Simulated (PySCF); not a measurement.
# One elementary step

Start structure (Si2H6O, singlet), relaxed at PBE0-D4/def2-TZVP:

```xyz
9
angstrom
Si 0.7773 1.3479 0.1250
Si 0.7046 -0.9848 0.6012
H -1.1528 1.7089 -1.5503
O -0.6076 0.9413 -1.3461
H -0.3831 1.5136 1.1113
H -0.6316 -1.4930 0.1057
H 1.7177 -1.8414 -0.0793
H 0.7638 -1.3034 2.0568
H -1.1875 0.2184 -1.0650
```

The step: Si₂H₄ ([SiH][SiH3]) + H₂O → Si₂H₆O ([OH][SiH2][SiH3]); bonds formed: Si1–H3; dative contacts that become bonds: Si1–O4; bonds broken: H3–O4. PySCF 2.14 with density fitting (its default auxiliary sets; JK sets also for MP2 and CCSD(T)); basis: def2-TZVPP and def2-QZVPP; cores frozen in the correlated methods. Extrapolation: Hartree–Fock as exp(−7.88 √X), correlation as X^−2.97. Energies below are by CCSD(T) at an estimated basis limit (MP2 extrapolated from triple and quadruple zeta, plus CCSD(T) − MP2 in triple zeta).

Task: What are the electronic barrier and the energy of the step, from the start structure to the end structure? (To be estimated.)

Result: The calculation gives: Barrier 23.74 kcal/mol; step energy -55.48 kcal/mol (downhill); reverse barrier, their difference, 79.22 kcal/mol. Barrier and step energy count from the start structure, the reverse barrier from the end structure.

The saddle point: One imaginary mode of 1526i cm⁻¹.
| pair | start (Å) | saddle (Å) | end (Å) |
| --- | --- | --- | --- |
| Si1–H3 | 2.58 | 1.63 | 1.49 |
| Si1–O4 | 2.06 | 1.91 | 1.65 |
| H3–O4 | 0.96 | 1.26 | 2.60 |

Zero-point energy (harmonic, PBE0-D4): ZPE is 35.94 kcal/mol at the start and 32.60 kcal/mol at the saddle, so the barrier goes from 23.74 to 20.41 kcal/mol.

First-order rate constant out of the start structure at 498 K by transition-state theory, with harmonic vibrational free energies alone and no tunnelling: ΔA‡ = 20.85 kcal/mol, so k = (kB T/h) exp(−ΔA‡/kB T) ≈ 10^4 s⁻¹ (an order of magnitude at best: rotation, the number of equivalent paths and anharmonicity are left out).

The T1 diagnostic stays at or below 0.016. The restricted Hartree–Fock reference is unstable towards an unrestricted one at one or more of these structures.

Losses and insertions of silylenes and their heavier kin drive the gas-phase chemistry of silicon and germanium vapour deposition.

Labels in which every atom is bracketed show which atoms are joined, not bond orders.

For scale, one of the runs: CCSD(T)/def2-TZVPP, 199 basis functions, launched by `OMP_NUM_THREADS=4 python run.py`. Hardware: 4 CPU threads of an Arm Neoverse V1, shared host. Wall time 5.2 min; peak host memory 2.1 GiB.
